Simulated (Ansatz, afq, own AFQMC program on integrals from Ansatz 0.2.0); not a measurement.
AFQMC on a folder of integrals that Ansatz 0.2.0 wrote.

```yaml
crystal:
  periodic: [false, false, false]
  atoms:
    - {symbol: F, position_ang: [0.000000, 0.000000, 0.000000]}
basis:
  gaussian: {orbitals: aug-cc-pVDZ}
total_charge: -1
magnetization: {spin_polarized: true, initial_magnetization: 2}
correlation: {method: ccsd_t, electrons: outside_noble_gas, hamiltonian_folder: ham}
```

```sh
$ ansatz run in.yaml --threads 1 --pin off --events-out ev --progress --plain --max-ram 1382MiB
```

afq runs on the folder ham with

```
--method phaseless --trial hf --walkers 40 --populations 1 --least-time 40 --time-step 0.01 --steps-per-block 50 --equilibration-blocks 20 --max-blocks 40 --target-error 0.00068 --factor-cut 1e-05 --start spin_pure --seed 3399 --taylor-order 6
```

Times are imaginary, in 1/Eh. The walk had a cap of 205 s.

Output of the walk:

```
orbitals 22  electrons 5 3  factors 120 of 122
reference energy -99.15580959 Eh
CCSD correlation -0.18083368 Eh in 9 cycles, weight of the determinant in the CISD state 0.9558
energy of the start -99.155865 Eh
 block  time / (1/Eh)  mean weight  energy / Eh
     1     0.500  0.9990  -99.337043
     2     1.000  0.9992  -99.318207
     3     1.500  1.0129  -99.356490
     4     2.000  0.9918  -99.339162
     5     2.500  1.0021  -99.387845
     9     4.500  0.9969  -99.362361
    13     6.500  1.0015  -99.322048
    17     8.500  1.0049  -99.379659
    21    10.500  0.9875  -99.437153
    25    12.500  0.9969  -99.280035
    29    14.500  1.0054  -99.366496
    33    16.500  0.9970  -99.313989
    37    18.500  0.9960  -99.312053
    41    20.500  0.9987  -99.320953
    45    22.500  0.9974  -99.317901
    49    24.500  1.0000  -99.329307
    53    26.500  1.0022  -99.348395
    57    28.500  1.0060  -99.347324
    60    30.000  1.0080  -99.328212
blocks merged  error / Eh  count
     1  0.004448  40
     2  0.005674  20
     4  0.005607  10
energy -99.332396 +/- 0.005674 Eh
(rows thinned)
```

The run failed at least one of its tests; the cautions name the faults.

Against this walk (error 154.4 meV) on the same determinant: CCSD(T) 203.3 meV lower (within the noise), CCSDT(Q) 214.0 meV lower (within the noise), full CI (a separate run on its own orbitals, whose frozen core shifts it by up to a few meV) 213.1 meV lower (within the noise), a separate phaseless walk with a CISD trial and standard settings 203.3 ± 154.5 meV lower (within the noise). The error is statistical and leaves out the bias of the constraint.

Cautions: constraint bias not in the error; error not settled; error above the target (154.4 against 18.5 meV); another spin lies lower (by 8.96 eV); at this level and basis the anion state lies above a neutral one; the search met a lower determinant of the same kind, perhaps of another symmetry (109 meV lower), and this one is a saddle point; a state of other symmetry lies lower (by 220 meV); full CI with its own frozen core; the sampling time fell short of the least asked; the time-step error isn't removed.

The walk took 8.6 s on 1 thread of Intel(R) Xeon(R) Platinum 8259CL CPU @ 2.50GHz (Skylake/Cascade Lake) (shared host). The log's last line is the phaseless energy.

CCSDT and higher add their correlation energy to the determinant of the CCSD(T) run, since their own runs factorise the integrals more tightly (a shift of under 2 meV). A walk keeps the symmetry of its determinant, which the program's search chose and which needn't be the lowest solution, so a lower state of the same spin and another symmetry isn't excluded.
